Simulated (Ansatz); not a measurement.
Reaction (formal loss of a carbene): `C[CH2][MgH]` → `[CH2]` (triplet) + `[CH3][MgH]`

Gas-phase electronic energies from Ansatz, PBE0-D4/def2-TZVP geometries. CBS: MP2 limit from def2 TZ/QZ plus the TZ coupled-cluster correction, frozen cores. This one scheme is used for every species. DFT in def2-TZVPP. B3LYP here is the variant with VWN-RPA as its local correlation; programs differ in this. HSE06 is defined as in plane-wave codes. Triplets are unrestricted, without spin–orbit coupling. For Mg outer-core shells are correlated without core-valence functions, which leaves a few kJ/mol of doubt a bond.

`C[CH2][MgH]`:

Cartesian coordinates in Å:
```
C 0.315 1.013 0.518
C 0.451 -0.450 0.088
Mg -1.133 -1.244 -1.038
H 0.225 1.687 -0.339
H 1.174 1.364 1.102
H -0.572 1.178 1.139
H 0.589 -1.081 0.975
H 1.377 -0.577 -0.490
H -2.426 -1.890 -1.955
```

`[CH2]` (triplet):

Cartesian coordinates in Å:
```
C -0.182 -0.167 -0.124
H -0.655 0.541 0.539
H 0.837 -0.374 -0.415
```

`[CH3][MgH]`:

Cartesian coordinates in Å:
```
C 0.231 0.598 0.435
Mg -0.390 -1.010 -0.734
H 0.908 0.283 1.236
H -0.614 1.106 0.912
H 0.764 1.351 -0.155
H -0.899 -2.330 -1.694
```

```tsv
level	ΔE (eV)	difference from CCSD(T)/CBS
LDA (SPW92)	5.00	0.75
PBE-D4	4.33	0.08
revPBE-D4	4.20	-0.05
BLYP-D4	4.18	-0.07
r2SCAN-D4	4.00	-0.25
B97M-V	4.23	-0.02
B3LYP-D4	4.18	-0.07
r2SCANh-D4	3.98	-0.27
r2SCAN0-D4	3.96	-0.29
HSE06-D4	4.24	-0.01
BHLYP-D4	4.05	-0.20
CAM-B3LYP-D4	4.21	-0.04
ωB97M-V	4.27	0.02
B2PLYP	4.16	-0.09
PBE-QIDH	4.22	-0.03
revPBE	4.02	-0.23
BLYP	4.06	-0.19
r2SCAN	3.99	-0.26
PBE0	4.19	-0.06
B3LYP	4.09	-0.16
r2SCANh	3.97	-0.28
r2SCAN0	3.95	-0.30
HSE06	4.20	-0.05
CAM-B3LYP	4.17	-0.08
RPA@PBE/def2-TZVPP	4.11	-0.14
HF/def2-SVP	2.84	-1.41
MP2/def2-SVP	4.21	-0.04
CCSD/def2-SVP	4.04	-0.21
CCSD(T)/def2-SVP	4.13	-0.12
HF/def2-TZVPP	2.74	-1.51
SCS-MP2/def2-TZVPP	4.29	0.04
CCSD/def2-TZVPP	4.03	-0.22
HF/def2-QZVPP	2.74	-1.51
MP2/def2-QZVPP	4.33	0.08
SCS-MP2/def2-QZVPP	4.37	0.12
CCSD/def2-QZVPP	4.08	-0.17
CCSD(T)/def2-QZVPP	4.20	-0.05
HF/CBS(def2)	2.74	-1.51
MP2/CBS(def2)	4.38	0.13
CCSD/CBS(def2)	4.14	-0.11
CCSD(T)/CBS	4.25	0
```

Largest T1 diagnostic among the species: 0.011.

In def2-TZVPP, CCSD(T) changes the Hartree–Fock value by +1.41 eV (the triples alone add +0.11 eV) and MP2 by +1.53 eV. Leaving LDA and LC-ωPBE aside and taking each functional with its dispersion term where it has one, the values, not all of them listed here, spread over 0.39 eV, from r2SCAN0-D4 to ωB97X-V. LDA lies +0.73 eV from PBE without D4. The D4 term adds +0.08 eV with B3LYP and +0.04 eV with PBE0; it sums over pairs of atoms, weighted by their polarisabilities, and B3LYP, whose exchange is more repulsive, gets the larger term.
